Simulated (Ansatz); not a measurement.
System: N$_{2}$H$_{4}$, charge 0, singlet. N2H4 (SMILES NN).
B3LYP-D3(BJ)/def2-TZVP minimum from Ansatz (a first-principles code):
```
N
H 1 1.0116
H 1 1.0154 2 108.30
N 1 1.4300 2 107.93 3 122.00
H 4 1.0116 1 107.93 2 150.52
H 4 1.0154 5 108.30 1 -122.00
```

Property: atomisation energy (electronic, to ground-state atoms), in kJ/mol. Radicals and triplets start from unrestricted determinants; spin-orbit coupling is neglected. CBS(X,Y): correlation extrapolated as X^-3, Hartree-Fock from the larger set (Q,5: extrapolated as (X+1)exp(-9√X)). A bracket is a step between two methods taken in the basis named. The functionals are non-relativistic, so their misses hold any scalar relativity. Double hybrids freeze cores in their MP2 part. '+ core + X2C': CCSD(T) terms for core correlation (cc-pwCVTZ) and scalar relativity (cc-pVTZ-DK). For partners of very few electrons the exact lower level stands in for a higher one.

CCSD(T)/CBS(cc-pVQZ,cc-pV5Z) + [CCSDT(Q) - CCSD(T)]/cc-pVTZ + core + X2C (Ansatz) gives 1833.7 kJ/mol.

Problem. How far off this value is PBE/def2-TZVPD (Ansatz), in which direction, and which of these levels come nearer: r2SCAN/def2-TZVPD, B3LYP/def2-TZVPD, PBE0/def2-TZVPD, B2PLYP/def2-TZVPD, CCSD(T)/CBS(cc-pVQZ,cc-pV5Z) + core + X2C?

Solution. PBE gives 1889.0 kJ/mol, 55.3 kJ/mol above it. Differences of the others: r2SCAN/def2-TZVPD (Ansatz) -29.8; B3LYP/def2-TZVPD (Ansatz) 15.8; PBE0/def2-TZVPD (Ansatz) -8.1; B2PLYP/def2-TZVPD (Ansatz) -22.9; CCSD(T)/CBS(cc-pVQZ,cc-pV5Z) + core + X2C (Ansatz) -0.6 kJ/mol. Nearer than PBE: r2SCAN/def2-TZVPD, B3LYP/def2-TZVPD, PBE0/def2-TZVPD, B2PLYP/def2-TZVPD, CCSD(T)/CBS(cc-pVQZ,cc-pV5Z) + core + X2C.
